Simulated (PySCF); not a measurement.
# HSO₃−, an adduct: interaction energy

The task here is to estimate one member of a computed series from the others.

Programs: PySCF 2.14.0. All values are calculated, for the isolated system unless a continuum is named. Atoms count from 0, parts from 1.

## The system as given

5 atoms, charge -1, multiplicity 1; geometry: GFN2-xTB. Parts: 1 = atoms 0–2, `O=S=O`, charge 0; 2 = atoms 3–4, `[OH-]`, charge -1. In the given geometry S1 and O3 of different parts are bonded (1.81 Å), so values for the parts refer to these atom groups.

The first run:

What the job is given:

```
{"job": {"xc": "PBE0", "basis": "def2-TZVPD", "d3": "d3bj", "grid": 3, "kind": "geom", "shake": 0.01}, "charge": -1, "multiplicity": 1, "parts": [{"atoms": "0-2", "charge": 0, "multiplicity": 1}, {"atoms": "3-4", "charge": -1, "multiplicity": 1}]}
O     -1.269213    -0.086751     0.016673
S      0.072694    -0.531554     0.355561
O      1.034744     0.577041     0.362850
O     -0.121062    -0.953884     2.104386
H     -1.044092    -0.647251     2.272832
```

The run is started by

```
$ OMP_NUM_THREADS=1 python cluster_run.py task.json out
```

The driver reads the jobs from task.json and runs them one after another.

Steps of the session up to this table: Relaxing the molecule at PBE0-D3(BJ)/def2-TZVPD; Coupled-cluster interaction energy: CCSD(T) and MP2, 1.73 Å; Coupled-cluster interaction energy: CCSD(T) and MP2, 1.81 Å; Coupled-cluster interaction energy: CCSD(T) and MP2, 1.90 Å; Coupled-cluster interaction energy: CCSD(T) and MP2, 1.64 Å; Coupled-cluster interaction energy: CCSD(T) and MP2, 2.16 Å; Coupled-cluster interaction energy: CCSD(T) and MP2, 1.55 Å; Coupled-cluster interaction energy: CCSD(T) and MP2, 2.59 Å; Coupled-cluster interaction energy: CCSD(T) and MP2, 3.45 Å.

One table of the session follows, with a row left open; its other results are not shown here.

It belongs to the step «Coupled-cluster interaction energy: CCSD(T) and MP2, 3.45 Å». 

| method | interaction energy (kcal/mol) |
| --- | --- |
| HF/aug-cc-pVDZ | -16.64 |
| MP2/aug-cc-pVDZ | -15.31 |
| CCSD/aug-cc-pVDZ | -15.80 |
| CCSD(T)/aug-cc-pVDZ | -16.06 |
| HF/aug-cc-pVQZ | -16.61 |
| MP2/aug-cc-pVQZ | -15.48 |
| SCS-MP2/aug-cc-pVQZ | ? |
| MP2, extrapolated | -15.54 |
| CCSD(T), limit estimate | -16.29 |

Estimate the missing values for SCS-MP2/aug-cc-pVQZ.

**Answer.** interaction energy (kcal/mol): -15.30. In the column «interaction energy (kcal/mol)» it is the highest.

Caveats from the session: At 1.73 Å a test (T1, the size of the triples or of CCSD(T) less MP2, charge moved between the parts) flags the run, so its CCSD(T) estimate is not taken as a benchmark. At 1.81 Å a test (T1, the size of the triples or of CCSD(T) less MP2, charge moved between the parts) flags the run, so its CCSD(T) estimate is not taken as a benchmark. At 1.90 Å a test (T1, the size of the triples or of CCSD(T) less MP2, charge moved between the parts) flags the run, so its CCSD(T) estimate is not taken as a benchmark.
